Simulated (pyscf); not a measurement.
This saddle point was located with ωB97X-D3(BJ)/def2-SVP in PySCF.

```xyz
5

Si    -0.1505    -0.3135     0.3959
H     -0.5417     0.0446     1.8122
H      0.0409    -1.8088     0.5157
Cl    -2.7614     0.4122    -1.8153
Cl    -2.3169    -0.7053    -0.0181
```
Charge 0, spin multiplicity 1.

Surface: singlet, charge 0. Lowest wavenumbers (cm⁻¹): 230i, 154, 160, 376, 659.

Q: What reaction is this the transition state of?

A: SiH₂ (SMILES [SiH2]) [singlet] + Cl–Cl (SMILES ClCl) ⇌ Cl–SiH₂–Cl (SMILES Cl[SiH2]Cl), an insertion read from left to right: Cl–Cl broken and Cl–Si, Cl–Si formed. At CCSD(T)/def2-TZVPP + ΔMP2(QZVPP) it lies -35.0 kJ/mol from the left side and +560.1 kJ/mol from the right (each side as separated species at their lowest minima found). On the reactant side the descent ends in an adduct with a Cl–Si contact, 45.6 kJ/mol under the separated species and 6.0 kJ/mol under the saddle at ωB97X-D3(BJ)/def2-TZVP. At CCSD(T) the saddle lies under the separated reactants, which points to a path from their complex (located at ωB97X-D3(BJ) alone). What is counted as formed (Cl–Si) is already present as a longer contact in the reactant adduct; forming that adduct is a step of its own. This is the saddle that the search found; another between the same sides may lie lower. A restricted solution here is unstable towards spin polarisation, so biradical character is likely and single-reference numbers are less safe. The CCSD(T) − MP2 part came from Ansatz, without density fitting, on the same reference. The largest closed-shell T1 diagnostic is 0.043, which may signal static correlation.
